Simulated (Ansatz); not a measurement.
Two structures, one formula

Two isomers of AlSiNH5 (charge +1), singlet, relaxed at PBE0-D4/def2-TZVP (vibrations not checked).

A:

```xyz
8
angstrom
Al 0.7739 -1.3663 0.5639
N -0.0007 0.3496 0.5109
Si -0.7082 1.0740 -0.7748
H -0.7563 0.3237 -2.0365
H -1.2722 2.4279 -0.6598
H 0.0233 0.8848 1.3762
H 0.6387 -2.0249 -0.8516
H 1.3641 -1.7529 1.9563
```

B:

```
atom    x (Å)    y (Å)    z (Å)
  N1  -1.4141   1.1917  -0.6000
 Al2  -0.0308   0.4753   0.1314
 Si3   1.8688  -0.5205   1.1071
  H4  -2.3369   0.7812  -0.6143
  H5  -1.4235   2.0909  -1.0600
  H6   1.7407   0.4847  -0.1753
  H7   0.7840   0.4917   1.7595
  H8   0.5388  -1.2004   0.4420
```

Ansatz 0.2.0; basis: def2-TZVPP; cores frozen in the correlated methods. B3LYP uses VWN-RPA correlation.

Question: Which structure is lower at CCSD(T), and by how much? (To be estimated.)

Answer: By the calculation: A, by 10.22 kcal/mol (electronic energy, against the other). By their contacts, A is AlSiNH₅ ([AlH2][NH][SiH2]), total charge +1 and B is AlSiNH₅ ([NH2][Al]123[H][Si]1([H]2)[H]3), total charge +1.

All methods give the same order:

| method | E(B) − E(A) (kcal/mol) |
| --- | --- |
| PBE-D4 | 1.70 |
| r2SCAN-D4 | 5.30 |
| PBE0-D4 | 4.47 |
| B3LYP-D4 | 11.01 |
| wB97M-V | 8.31 |
| HF | 24.59 |
| MP2 | 12.07 |
| CCSD | 11.73 |
| CCSD(T) | 10.22 |

No T1 diagnostic of these runs exceeds 0.015.

Labels in which every atom is bracketed show which atoms are joined, not bond orders.
